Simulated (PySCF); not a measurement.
First SCF of a structure search on doublet SNF₂, at a hand-made trigonal pyramidal geometry. PySCF input:

```python
from pyscf import gto, scf, dft
mol = gto.M(atom='''
S      0.000000    -0.487180    -0.000010
N      1.485240    -0.080010    -0.000000
F     -0.547350     0.439420    -1.276970
F     -0.547370     0.439430     1.277000''',
    basis={'S': 'def2-TZVP', 'N': 'def2-TZVP', 'F': 'def2-TZVP'},
    charge=0, spin=1)
mf = dft.UKS(mol, xc='PBE0')
mf.grids.atom_grid = (50, 194)
aux = {'S': 'def2-universal-JKFIT', 'N': 'def2-universal-JKFIT', 'F': 'def2-universal-JKFIT'}
mf = mf.density_fit(auxbasis=aux)
mf.conv_tol = 1e-08
mf.diis_space = 10
mf.max_cycle = 60
mf.init_guess = 'minao'
mf.verbose = 4
mf.kernel()
```

Excerpt of the output (cycles alone):

```
init E= -652.666449205923
cycle= 1 E= -652.11054254178  delta_E= 0.556  |g|= 0.564  |ddm|=  1.4
cycle= 2 E= -651.830644670723  delta_E= 0.28  |g|= 1.08  |ddm|= 0.877
cycle= 3 E= -652.233336267906  delta_E= -0.403  |g|= 0.0532  |ddm|= 0.554
cycle= 4 E= -652.233666351089  delta_E= -0.00033  |g|= 0.056  |ddm|= 0.0733
cycle= 5 E= -652.235051742366  delta_E= -0.00139  |g|= 0.0257  |ddm|= 0.0538
cycle= 6 E= -652.235415227912  delta_E= -0.000363  |g|= 0.00469  |ddm|= 0.0203
cycle= 7 E= -652.235481350114  delta_E= -6.61e-05  |g|= 0.00234  |ddm|= 0.0142
cycle= 8 E= -652.235497377391  delta_E= -1.6e-05  |g|= 0.00103  |ddm|= 0.00738
cycle= 9 E= -652.235500501295  delta_E= -3.12e-06  |g|= 0.000396  |ddm|= 0.00381
cycle= 10 E= -652.235500744514  delta_E= -2.43e-07  |g|= 0.000262  |ddm|= 0.00112
cycle= 11 E= -652.235500770444  delta_E= -2.59e-08  |g|= 9.17e-05  |ddm|= 0.000205
cycle= 12 E= -652.235500775652  delta_E= -5.21e-09  |g|= 1.55e-05  |ddm|= 0.000103
Extra cycle  E= -652.235500776146  delta_E= -4.94e-10  |g|= 1.38e-05  |ddm|= 3.33e-05
converged SCF energy = -652.235500776146  <S^2> = 0.75985536  2S+1 = 2.0098312
```

No lower solution of this spin was found by a stability analysis within the unrestricted form.

The search for the lowest solution, with the stability check, took 7.2 s on 4 threads of a shared Intel Xeon Platinum 8259CL @ 2.50GHz (Skylake/Cascade Lake) host, with 130 basis functions; the process peaked at 0.43 GiB. Launch command: `OMP_NUM_THREADS=4 python axn.py task.json out`.
